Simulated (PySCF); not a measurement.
## SiCl and its ions

UHF; basis Si pcseg-1, Cl pcseg-1; no relativity; PySCF 2.14. Neutral (UHF): doublet (π ↑), Re = 2.098 Å, ωe = 518 cm⁻¹, De = 2.85 eV, HOMO -8.03 eV, LUMO -0.19 eV.

SiCl⁺ (RHF): singlet (closed shell), Re = 1.953 Å, ωe = 690 cm⁻¹, De = 3.31 eV to Si⁺ + Cl. The energies at the minima are -748.36023 hartree for SiCl and -748.09643 for SiCl⁺.

**Question.** Work out the adiabatic ionisation energy, without and with harmonic zero-point energies (1 hartree = 27.2114 eV, 1 eV = 8065.5 cm⁻¹), and the change of the bond length.

**Answer.** At HF: 0.26380 hartree = 7.178 eV between the minima; the zero-point term (690.0 − 518.0)/2 cm⁻¹ = +0.011 eV makes it 7.189 eV. Re changes by -14.5 pm against the neutral. The electron leaves a π orbital, and the shorter bond of the ion fits an antibonding orbital, or a change in how ionic the bond is.

For an ion De counts to the pair picked by the measured ionisation energies or electron affinities, which need not be the lowest pair at this level. Where the molecule has an RHF reference, its open-shell atoms are computed with UHF. Hartree–Fock leaves out correlation, which carries a large part of most bond energies and some tenths to 1 eV of ionisation energies. States were picked by a PBE0 search and need not be the measured ground states.

Neutral and ion stand on different kinds of reference determinant, which adds to the error of the difference.
